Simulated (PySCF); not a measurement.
# Working out the ionisation energy of F

F [He] 2s2 2p5 (2P) → F⁺ [He] 2s2 2p4 (3P). All numbers are calculated (PySCF 2.14, the non-relativistic Hamiltonian (point nucleus), in aug-cc-pwCVTZ). Frozen: 1s2. Energies in hartree (1 hartree = 27.21139 eV):

```csv
part,F (lower),F⁺ (upper)
UHF,-99.406944,-98.831140
CCSD correlation,-0.223021,-0.166372
(T),-0.004676,-0.002395
```

Question: What does Hartree-Fock give?

Answer: (-98.831140) − (-99.406944) = 0.575804 hartree = 15.668 eV.

Question: What do CCSD and CCSD(T) give?

Answer: The CCSD correlation energies differ by 0.056649 hartree = 1.541 eV and the triples by 0.002281 hartree = 0.062 eV, so CCSD gives 17.209 eV and CCSD(T) 17.271 eV.

Measured between the centres of the two terms (NIST): 17.427 eV, so CCSD(T) (valence) is off by -0.156 eV.

What remains against the reference includes basis incompleteness, the frozen core and higher excitations.
